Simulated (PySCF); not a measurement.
1,2,5-thiadiazole, C2H2N2S.
Geometry (PBE0-D3(BJ)/def2-SVP, Å), atoms numbered from 1 in this order:
```
atom  x, y, z in Å
C1    -0.3513   -0.7477    0.0284
C2     0.8216    0.0656    0.0594
N3     0.5760    1.3509   -0.0558
S4    -1.0509    1.5231   -0.1961
N5    -1.4645   -0.0640   -0.1102
H6    -0.3798   -1.8371    0.1077
H7     1.8489   -0.2909    0.1666
```

Computed, not measured: core-valence-separated Tamm–Dancoff BHandHLYP/aug-pcX-1 (pcseg-1 on H, def2-SVPD on S) in PySCF, non-relativistic, gas phase, PBE0-D3(BJ)/def2-SVP geometry. No empirical shift is added; at this level the pattern usually sits a few eV under experiment.

The lowest roots of each edge with f over 0.003 (five at most, numbered afresh; weaker and dark ones are left out), with transition dipoles (au) in the frame of the coordinates:

```csv
root,edge,E (eV),f,μx,μy,μz
1,C,283.47,0.1118,0.0099,-0.0094,-0.1262
2,C,286.35,0.0301,-0.0051,0.0049,0.0651
3,C,287.19,0.0147,0.0373,0.0266,0.0009
4,C,287.21,0.0223,-0.0323,0.0458,-0.0060
5,C,287.83,0.0100,0.0229,-0.0296,0.0040
6,N,396.62,0.0077,0.0021,-0.0021,-0.0279
7,N,396.62,0.1109,-0.0083,0.0079,0.1062
8,N,400.12,0.0345,0.0229,0.0547,-0.0023
9,N,400.12,0.0428,-0.0558,0.0345,-0.0069
10,N,402.19,0.0078,-0.0254,-0.0122,-0.0011
```

**Question.** What is the unit vector of the normal of the molecular plane, and which share of each root's |μ|² lies along it?

**Answer.** (0.08, -0.07, -0.99), up to sign.

```tsv
root	core hole on	share along it	final orbital under reflection in the plane
1	C1/C2	1.00	odd
2	C1/C2	1.00	odd
3	C1/C2	0.00	even
4	C1/C2	0.00	even
5	C1/C2	0.00	even
6	N3/N5	1.00	odd
7	N3/N5	1.00	odd
8	N3/N5	0.00	even
9	N3/N5	0.00	even
10	N3/N5	0.00	even
```

The 1s orbitals of atoms in the plane are even under the reflection, so light polarised along the normal reaches odd orbitals alone (the out-of-plane π set) and light polarised in the plane even ones.

**Question.** For fixed molecules, how does the intensity of root 1 change when the electric field is turned 45° away from the normal of the molecular plane?

**Answer.** Intensity goes as (E·μ)², and μ lies along that direction, so it falls to cos²45° = 0.50 of its maximum; it vanishes at 90°.

**Question.** Molecules are fixed in this frame and the field points along x. What effective strengths 3 f cos²θ do the roots have (θ between field and μ)?

**Answer.** root 1 (C1/C2): 0.002, root 2 (C1/C2): 0.001, root 3 (C1/C2): 0.029, root 4 (C1/C2): 0.022, root 5 (C1/C2): 0.011, root 6 (N3/N5): 0.000, root 7 (N3/N5): 0.002, root 8 (N3/N5): 0.015, root 9 (N3/N5): 0.092, root 10 (N3/N5): 0.019. Root 9 is the strongest. Averaged over all orientations cos²θ is 1/3, which gives f back. For degenerate partners only the sum has meaning, as the program may mix them freely.

